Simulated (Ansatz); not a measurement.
fcc Ir was calculated with r²SCAN+rVV10 (Ansatz, an electronic-structure program, plane waves, PAW).

Settings: plane-wave cutoff 500 eV, 32×32×32 k mesh, Fermi–Dirac smearing 0.1 eV, no spin polarisation, scalar-relativistic PAW data made under PBE.

Computed at the level's own relaxed cell.

Task: What does this level give for the equilibrium volume per atom and lattice constant a?

Result: 
equilibrium volume per atom: 14.09 Å³/atom
lattice constant a: 3.834 Å

Measured, for comparison: equilibrium volume per atom 14.06 Å³/atom, lattice constant a 3.831 Å (static lattice: zero-point anharmonic expansion removed; as tabulated in Mejia-Rodriguez and Trickey (2018), arXiv:1807.09216). Computed (rounded) less measured: equilibrium volume per atom +0.2 %, lattice constant a +0.1 %.

Spin–orbit coupling is not included.

Computed values are for the static lattice.

It cost about 2.2 core-minutes (a rough figure) of CPU time.
